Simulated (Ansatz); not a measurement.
We consider rock-salt ZrC, described by r²SCANh (PAW; Ansatz, a program for electronic structure).

Settings: plane-wave cutoff 520 eV, 10×10×10 k mesh, Fermi–Dirac smearing 0.05 eV, scalar-relativistic PAW data made under PBE.

Pressure at four volumes; x = ln(V/13.026 Å³). One pressure is withheld.

```csv
V (Å³/atom),x,P (GPa)
12.374,-0.0513,?
12.785,-0.0187,4.59
13.026,0.0000,0.04
13.677,0.0488,-10.37
```

Pass a parabola P(x) through the three rows shown, estimate the bulk modulus and its pressure derivative near zero pressure, and predict the withheld pressure.

Slopes between the rows: (0.04 − (4.59))/(0.0000 − (-0.0187)) = -243.32 and (-10.37 − (0.04))/(0.0488 − (0.0000)) = -213.32 GPa. Their difference over the span 0.0675 is c = 30.00/0.0675 = 444.4 GPa, so P(x) = 4.59 + (-243.32)(x − (-0.0187)) + 444.4 (x − (-0.0187))(x − (0.0000)). At the middle row B = −dP/dx = −[-243.32 + 444.4 × 0.0187] = 235.0 GPa, and B′ = dB/dP = 2c/B = 3.8. At x = -0.0513 the parabola gives 13.27 GPa; the run gives 13.36 GPa. The Birch–Murnaghan fit to the energies at all volumes has B0 = 235 GPa and B′ = 4.0.

Measured, for comparison: bulk modulus 223 GPa (temperature not stated, not corrected to a static lattice, from single-crystal elastic constants, our sources range from 208 to 223; as tabulated in arXiv:1102.4063). Computed (rounded) less measured: bulk modulus +5 % (+5 % to +13 % over the range). A static lattice is as a rule a little smaller and stiffer than an uncorrected measurement, which narrows the difference in the bulk modulus and would widen misses of the other sign.
